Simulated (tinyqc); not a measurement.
Ways to converge the cycle: SCF convergence aids in the sto-6g basis, for CH4, spin multiplicity 1. Computed by the program tinyqc with PySCF. 

Geometry (angstrom):
```
atom,x,y,z
C,0.0000,0.0000,0.0000
H,0.6840,0.6840,0.6840
H,0.6840,-0.6840,-0.6840
H,-0.6840,0.6840,-0.6840
H,-0.6840,-0.6840,0.6840
```

lowest restricted solution found by these runs and by PySCF = -40.078132 hartree

RHF with one setting changed at a time; a run stops when the energy changes by less than 1e-09 hartree and the error matrix is below 1e-5. The start is random orbitals. Damping d keeps d of the old density; a shift (hartree) raises the virtual levels; DIIS n extrapolates F over n matrices.

Largest element of the error matrix X^T (FDS - SDF) X:
```
iteration,plain,damping 0.3,damping 0.6,shift 0.4,DIIS 3,DIIS 8
1,7.3e+00,7.3e+00,7.3e+00,7.3e+00,7.3e+00,7.3e+00
2,4.8e-01,2.0e+00,4.2e+00,5.8e-01,4.8e-01,4.8e-01
3,1.6e-01,6.6e-01,2.5e+00,2.3e-01,1.6e-01,1.6e-01
4,4.2e-02,2.1e-01,1.5e+00,8.9e-02,2.7e-02,2.7e-02
5,1.2e-02,6.9e-02,9.2e-01,4.1e-02,3.1e-03,3.4e-03
6,3.1e-03,2.2e-02,5.6e-01,1.9e-02,4.2e-04,4.8e-04
8,2.3e-04,5.0e-03,2.1e-01,4.4e-03,1.2e-05,6.7e-06
10,1.9e-05,1.3e-03,7.8e-02,1.0e-03,-,-
14,-,8.9e-05,1.1e-02,6.7e-05,-,-
20,-,1.9e-06,1.1e-03,-,-,-
30,-,-,4.4e-05,-,-,-
45,-,-,3.8e-07,-,-,-
```

How each run ends:
```
run,iterations,E (hartree),state
plain,12,-40.078131,lowest found
damping 0.3,22,-40.078131,lowest found
damping 0.6,47,-40.078131,lowest found
shift 0.4,18,-40.078131,lowest found
DIIS 3,9,-40.078131,lowest found
DIIS 8,9,-40.078131,lowest found
```

6 of 6 runs reach the lowest restricted solution found, in 9 to 47 iterations (fastest: DIIS 3, DIIS 8). Plain steps already contract here, so damping only slows them. DIIS 3 and DIIS 8 gain by cancelling the error over several earlier matrices, much as a quasi-Newton step does.
